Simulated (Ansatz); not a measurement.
**A computed series for Ni: pressure series**

Base system: Ni in the fcc (Cu type) structure (space group Fm-3m, No. 225; a = 3.518 Å; ferromagnetic).

Cell and atoms are relaxed at each pressure.

Level of theory: Ansatz (a first-principles code) PBE, no spin-orbit coupling.

```json
[
 {"P (GPa)": "-2.00", "V (Å³/atom)": "11.002"},
 {"P (GPa)": "-1.00", "V (Å³/atom)": "10.944"},
 {"P (GPa)": "1.80", "V (Å³/atom)": "10.793"},
 {"P (GPa)": "4.21", "V (Å³/atom)": "10.671"},
 {"P (GPa)": "9.02", "V (Å³/atom)": "10.451"},
 {"P (GPa)": "18.00", "V (Å³/atom)": "10.099"},
 {"P (GPa)": "30.00", "V (Å³/atom)": "9.715"},
 {"P (GPa)": "45.00", "V (Å³/atom)": "9.326"},
 {"P (GPa)": "60.00", "V (Å³/atom)": "9.006"}
]
```

A third-order Birch–Murnaghan fit to these points gives V₀ = 10.89 Å³/atom, B₀ = 199 GPa and B₀′ = 4.8. At pressure 60 GPa the volume is 82.7 % of V₀.

Measured bulk modulus of Ni: 192.5 GPa (static lattice; corrected from measurement; as listed in Daniel Mejia-Rodriguez, S. B. Trickey, Phys. Rev. B (2018)); the computed value is 4 % above it.

The magnetic state is the one reached from the starting moments; the real material's order can differ, and small cells can't hold many antiferromagnetic ones. Load acts through the strain it causes; cell and atoms are relaxed under it. Whether these cells are dynamically stable was not tested. Competing high-pressure phases were not computed.
